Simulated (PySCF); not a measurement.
# Excitation energies in several basis sets

Aluminum trihydride, AlH₃.
SMILES with atom numbers: `[AlH3:1]` (hydrogens: H2, H3, H4 on Al1)

TDDFT with PBE0 (PySCF), vertical singlets, core orbitals frozen in the response, spherical d and f functions. Geometry: PBE0-D3(BJ)/def2-SVP; no solvent, vibrations or thermal averaging.

Task: How do the low singlets change with the basis? Take 6-31G*, 6-31+G*, def2-SVP, aug-cc-pVDZ, def2-TZVP, def2-TZVPD and aug-cc-pVTZ.

Result: 

```csv
basis,functions,diffuse,S1 (eV),S2 (eV),S3 (eV),S4 (eV),S5 (eV),LUMO (eV),α (au)
6-31G*,24,no,5.27,5.27,9.09,9.19,9.25,-1.72,23.4
6-31+G*,28,yes,5.27,5.27,8.06,8.07,8.77,-1.76,24.9
def2-SVP,33,no,5.24,5.24,8.80,8.97,8.97,-1.74,26.5
aug-cc-pVDZ,54,yes,5.20,5.21,7.88,7.89,8.06,-1.82,33.1
def2-TZVP,55,no,5.26,5.26,8.48,8.58,8.58,-1.75,30.0
def2-TZVPD,70,yes,5.26,5.26,7.96,7.96,8.15,-1.75,32.9
aug-cc-pVTZ,119,yes,5.24,5.24,7.83,7.83,7.99,-1.79,33.1
```

States are compared by their number. Against the largest diffuse basis here (aug-cc-pVTZ, itself not a converged limit), sets without diffuse functions differ by up to 0.03 eV in S1 and 1.25 eV in S5; the smaller diffuse sets differ by up to 0.03 and 0.77 eV. State by state, the largest deviation of a set without diffuse functions is S1 0.03, S2 0.03, S3 1.25, S4 1.35, S5 1.25 eV. The same number needn't mean the same state in each row. Against aug-cc-pVTZ the polarisability deviates by -29% in 6-31G*, -25% in 6-31+G*, -20% in def2-SVP, 0% in aug-cc-pVDZ, -9% in def2-TZVP, -1% in def2-TZVPD. A single + in a Pople set puts diffuse functions on heavy atoms only.
